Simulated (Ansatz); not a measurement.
**CH2FN: taking an electron away**

Aim: the vertical ionisation energy of CH2FN, as cation minus neutral at the neutral's geometry, on several levels, and how well −ε(HOMO) stands in for it.

The runs use Ansatz 0.2.0, Gaussian basis; unrestricted cation, the program's frozen cores in correlated methods.

Plan: UKS PBE-D4/def2-TZVPP; UKS r2SCAN-D4/def2-TZVPP; UKS PBE0-D4/def2-TZVPP; UKS B3LYP-D4/def2-TZVPP; UKS wB97X-V/def2-TZVPP; UKS wB97M-V/def2-TZVPP; UKS B2PLYP/def2-TZVPP; UHF-CCSD(T)/def2-TZVPP; UHF-MP2/def2-QZVPP; extrapolation to the limit; then −ε(HOMO) from the neutral's earlier runs with LDA (SPW92), PBE-D4, revPBE-D4, BLYP-D4, r2SCAN-D4, B97M-V, PBE0-D4, B3LYP-D4, r2SCANh-D4, r2SCAN0-D4, HSE06-D4, BHLYP-D4, CAM-B3LYP-D4, LC-ωPBE, ωB97X-V, ωB97M-V.

### 1 Structure used throughout

All runs share one geometry, relaxed beforehand with PBE0-D4 in a triple-zeta def2 set.

SMILES `N=CF`, 5 atoms, charge 0, spin multiplicity 1.

Atoms are counted from 1 here; the program's logs count them from 0.

Bond lengths: N1–C2 1.242 Å, N1–H4 1.016 Å, C2–F3 1.329 Å, C2–H5 1.092 Å. Angles: C2–N1–H4 110.6°, N1–C2–F3 120.0°, N1–C2–H5 129.8°, F3–C2–H5 110.2°.

### 2 Cation, UKS PBE-D4/def2-TZVPP

Input file in.yaml:

```yaml
crystal:
  periodic: [false, false, false]
  atoms:
    - {symbol: N, position_ang: [-0.719915, -0.454394, -0.439799]}
    - {symbol: C, position_ang: [0.296468, -0.034526, 0.137289]}
    - {symbol: F, position_ang: [1.242446, -0.884843, 0.520813]}
    - {symbol: H, position_ang: [-1.343939, 0.314087, -0.667296]}
    - {symbol: H, position_ang: [0.574840, 0.985975, 0.407593]}
basis:
  gaussian: {orbitals: def2-TZVPP}
total_charge: 1
magnetization: {spin_polarized: true, initial_magnetization: 1}
hamiltonian: {xc: pbe, dispersion: d4}
```

The runs that follow: Cation, UKS r2SCAN-D4/def2-TZVPP; Cation, UKS PBE0-D4/def2-TZVPP; Cation, UKS B3LYP-D4/def2-TZVPP; Cation, UKS wB97X-V/def2-TZVPP; Cation, UKS wB97M-V/def2-TZVPP; Cation, UKS B2PLYP (frozen core)/def2-TZVPP; Cation, UHF-CCSD(T)/def2-TZVPP; Cation, UHF-MP2/def2-QZVPP.

Q: Predict the results of all the runs planned. Wanted: ionisation energy, CCSD(T)/CBS; nearest functional by difference; nearest −ε(HOMO); −ε(HOMO) of PBE; T1 of the cation.

As calculated:

| quantity | value |
| --- | --- |
| ionisation energy, CCSD(T)/CBS | 11.81 eV |
| nearest functional by difference | B3LYP-D4 (-0.15 eV) |
| nearest −ε(HOMO) | LC-ωPBE (-0.11 eV) |
| −ε(HOMO) of PBE | 7.18 eV |
| T1 of the cation | 0.027 |

In words: Energy differences with functionals land within 0.38 eV of the reference. The PBE orbital energy is 4.6 eV too small: a semilocal HOMO is no ionisation energy. Among orbital estimates LC-ωPBE comes nearest. Hartree-Fock falls 1.53 eV short, as the neutral has more correlation energy than the cation.
